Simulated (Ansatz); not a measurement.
Z-matrix (Å, degrees):
```
B
P 1 1.886
P 1 1.886 2 73.1
H 1 1.184 2 143.4 3 -180.0
H 2 1.425 1 91.5 3 92.3
H 3 1.425 1 91.5 2 92.3
```

Charge 0, multiplicity 1.

(1) List the PBE0/def2-TZVPP orbital energies in eV (the Gaussian-basis code of Ansatz). (An estimate is asked.)

## Answers

(1) Ansatz gave: Occupied: -2101.02, -2101.02, -185.86, -179.84, -179.84, -129.12, -129.12, -129.06, -129.06, -129.02, -129.02, -20.04, -15.79, -13.12, -11.00, -10.72, -8.70, -7.42, -7.27. Lowest empty: -2.28, -0.59, 0.12, 1.20, 1.30, 1.72, 2.37, 3.47.
